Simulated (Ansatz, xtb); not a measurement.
**CHO+: where a starting geometry ends**

The starting geometry of this gas-phase singlet has its atoms placed at random.

```xyz
3

C     1.1898    0.4459   -1.0823
O     0.4125    0.5551    0.2564
H     0.0791    0.8417   -0.7953
```

**Question.** One run relaxed it with r2SCAN-D4/def2-SVP. What is a likely outcome?

**Answer.** It ends as a structure given below by its coordinates. Distances that change by over a tenth: C1–O2 (1.55 → 1.16 Å), O2–H3 (1.14 → 1.00 Å). Contacts that open: C1–H3 (1.21 → 2.16 Å).

The energy falls by 5.17 eV over 10 steps:

```json
{"step": "1", "E − E(last) (eV)": "5.168"}
{"step": "2", "E − E(last) (eV)": "2.412"}
{"step": "3", "E − E(last) (eV)": "1.313"}
{"step": "4", "E − E(last) (eV)": "0.799"}
{"step": "5", "E − E(last) (eV)": "0.487"}
{"step": "6", "E − E(last) (eV)": "0.276"}
{"step": "7", "E − E(last) (eV)": "0.174"}
{"step": "8", "E − E(last) (eV)": "0.003"}
{"step": "9", "E − E(last) (eV)": "0.001"}
{"step": "10", "E − E(last) (eV)": "0.000"}
```

Final geometry (Å):

| atom | x (Å) | y (Å) | z (Å) |
| --- | --- | --- | --- |
| C | 1.5920 | 0.2238 | -0.6523 |
| O | 0.5119 | 0.6324 | -0.5332 |
| H | -0.4225 | 0.9865 | -0.4357 |

From the same start GFN2-xTB reaches the same bonding as this run.

From so rough a start the end depends on the optimiser's path, so another program may land elsewhere. No frequencies were run, so the end isn't proven a minimum. Run with Ansatz 0.2.0, 3.3 s on 1 thread of Intel(R) Xeon(R) 6975P-C (Granite Rapids), on a shared host.
